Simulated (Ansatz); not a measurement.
**Breaking a bond in CH2 (SMILES [CH2])**

The species is CH2 (3 atoms), meant as a triplet with charge 0. SMILES: `[CH2]`. The shape is that of a GFN2-xTB optimisation.

```xyz
3

C     0.1612   -0.2062    0.0679
H     0.5484    0.7317    0.3808
H    -0.7096   -0.5255   -0.4488
```

The C1–H3 distance is scanned; the parts on either side stay rigid. Basis 3-21G, 1 core orbital frozen in the correlated methods; program Ansatz 0.2.0. FCI is exact within this basis and core. Energies in eV from each method's value at 1.062 Å; open shells run as named. The shape above is that at 1.062 Å.

```json
{"distance (Å)": "1.062", "UPBE": "0.00", "UBLYP": "0.00", "UBHLYP": "0.00", "UHSE06": "0.00", "UCCSD": "0.00", "UCCSD(T)": "0.00", "UCCSDT": "0.00", "FCI": "0.00"}
{"distance (Å)": "1.327", "UPBE": "0.62", "UBLYP": "0.62", "UBHLYP": "0.77", "UHSE06": "0.70", "UCCSD": "0.65", "UCCSD(T)": "0.64", "UCCSDT": "0.64", "FCI": "0.64"}
{"distance (Å)": "1.593", "UPBE": "1.86", "UBLYP": "1.82", "UBHLYP": "2.15", "UHSE06": "2.02", "UCCSD": "1.85", "UCCSD(T)": "1.83", "UCCSDT": "1.82", "FCI": "1.82"}
{"distance (Å)": "2.124", "UPBE": "3.98", "UBLYP": "3.79", "UBHLYP": "4.20", "UHSE06": "4.24", "UCCSD": "3.74", "UCCSD(T)": "3.68", "UCCSDT": "3.63", "FCI": "3.62"}
{"distance (Å)": "2.654", "UPBE": "4.74", "UBLYP": "4.50", "UBHLYP": "4.64", "UHSE06": "4.81", "UCCSD": "4.43", "UCCSD(T)": "4.41", "UCCSDT": "4.34", "FCI": "4.33"}
```

Departure from the FCI curve at its largest: UPBE +0.40 eV at 2.65 Å; UBLYP +0.17 eV at 2.65 Å; UBHLYP +0.58 eV at 2.12 Å; UHSE06 +0.61 eV at 2.12 Å; UCCSD +0.11 eV at 2.12 Å; UCCSD(T) +0.08 eV at 2.65 Å; UCCSDT +0.01 eV at 2.65 Å. For the functionals part of the departure is owed to the small basis.
